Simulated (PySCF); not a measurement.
**How methods differ on the electron affinity of Li**

Li⁻ [He] 2s2 (1S) → Li [He] 2s1 (2S), as a difference of total energies. All numbers are calculated (PySCF 2.14, scalar relativity by spin-free X2C-1e, in aug-cc-pVDZ-DK (4s3p2d, 23 functions)). Correlated levels: valence: 1s2 frozen. The calculations carry no spin-orbit coupling.

```
           method  electron affinity (eV)  error (eV)
              UHF                  -0.137      -0.755
    MP2 (valence)                   0.299      -0.319
SCS-MP2 (valence)                   0.387      -0.231
   CCSD (valence)                   0.592      -0.026
```

Reference: 0.618 eV (measured; photodetachment measurements, as compiled on the Wikipedia data page of electron affinities).

Errors of the correlated levels include the incompleteness of this basis and the frozen core.

A negative affinity means that the anion lies above the atom at that level of theory.

With two correlated electrons CCSD is exact in that space.

The coupled-cluster amplitudes are large for Li⁻ (T1 above 0.03 or a double amplitude above 0.15), so a single reference is strained.
